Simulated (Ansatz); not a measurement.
# BeH (doublet): wave-function methods side by side, cc-pVDZ

One table from this session's results is given with a row withheld; the runs are named, their logs left out.

Method: cc-pVDZ, core rule «outside noble gas», up to 1 orbitals frozen; program: Ansatz 0.2.0, Gaussian basis.

Plan: UHF; CCSD(T) on ROHF; CCSD(T) on UHF; BCCD(T) on ROHF; CISD; CCSDT on ROHF; CCSDT on UHF; Full CI.

21 further runs of the same task are left out: 9 for a known fault of the program, 3 that didn't finish, 9 set aside as unsound or not needed.

## What is computed

The geometry is an MP2(full)/6-31G* stationary point (not a proven minimum).

2 atoms, charge 0, spin multiplicity 2.

Atoms are counted from 1 here; the program's logs count them from 0.

Bond lengths: Be1–H2 1.348 Å.

The first run:

File in.yaml:

```yaml
crystal:
  periodic: [false, false, false]
  atoms:
    - {symbol: Be, position_ang: [0.000000, 0.000000, 0.000000]}
    - {symbol: H, position_ang: [0.000000, 0.000000, 1.348270]}
basis:
  gaussian: {orbitals: cc-pVDZ}
magnetization: {spin_polarized: true, initial_magnetization: 1}
hamiltonian: {xc: hf}
output: {orbitals: {seedname: orbitals}}
```

Started as:

```
ansatz run in.yaml --threads 1 --pin off --events-out ev --progress --plain --max-ram 2393MiB
```

Among the steps run: UHF; CCSD(T) on ROHF; CCSD(T) on UHF; BCCD(T) on ROHF; CISD; CCSDT on ROHF; CCSDT on UHF; Full CI.

One table of the session follows, with a row left open; its other results are not shown here.

It belongs to the step «Misses and costs». 

```
  method  from FCI (meV)
    ROHF         +1062.3
     UHF         +1052.7
    RMP2          +309.5
    UMP2          +304.8
    CISD           +17.6
   RCCSD           +17.3
   UCCSD               ?
RCCSD(T)            +6.0
UCCSD(T)            +5.6
 BCCD(T)            +5.6
  RCCSDT             0.0
  UCCSDT             0.0
     FCI               0
```

Q: Estimate the row for UCCSD from the others.

The run gave: from FCI (meV): +16.2. In the column «from FCI (meV)» it lies between RCCSD(T) (+6.0) and RCCSD (+17.3).

With the free atoms at the same levels and basis (separate runs), the atomisation energy is 1.969 eV at FCI, 1.963 eV at RCCSD(T), 1.964 eV at UCCSD(T), 2.118 eV at ROHF.

To keep in mind: Levels on UHF freeze UHF's core orbitals, full CI those of ROHF, so the U rows can settle a little off it for that reason alone. Restricted and unrestricted rows rest on different reference determinants; where their highest levels disagree by more than a few hundredths of an eV, they describe different states and don't form one ladder.
